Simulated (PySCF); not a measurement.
A series of derivatives of COc1ccccc1

Parent skeleton `[CH3:1][O:2][c:3]1[cH:4][cH:5][cH:6][cH:7][cH:8]1`; one hydrogen on atom 6 is replaced by X. Hydrogens on one atom are averaged.

Computational details: coordinates at the GFN2-xTB level, NMR shieldings at PBE0/pcSseg-1/GIAO, in PySCF 2.14 (no solvent, non-relativistic Hamiltonian, fast rotation and ring inversion assumed for equivalent nuclei, one computed conformer).

Chemical shifts δ = σref − σ; ¹³C and ¹H vs TMS; ¹⁷O against H2O, all at this level.

Parent (X = H): C1 55.6, O2 104.9, C3 166.9, C4/C8 117.9, C5/C7 134.9, C6 125.2, H(C1) 3.92, H(C4)/H(C8) 7.02, H(C5)/H(C7) 7.58 ppm. Effects are Δδ = δ(X) − δ(H), positive for deshielding.

Problem. Order these by the shift of C6, most shielded first.
A. X = propynyl
B. X = CH2F
C. X = N=CH2

Solution. A (-4.6 ppm), B (+9.9 ppm), C (+24.4 ppm).

Problem. Order these by the shift of H(C5)/H(C7), most shielded first.
A. X = CH2F
B. X = N=CH2
C. X = propynyl

Solution. B (-0.29 ppm), A (-0.10 ppm), C (+0.10 ppm).

Experimental scales use liquid or dissolved standards, which lie at an offset from isolated H2O (liquid H2O: subtract about 36 ppm).
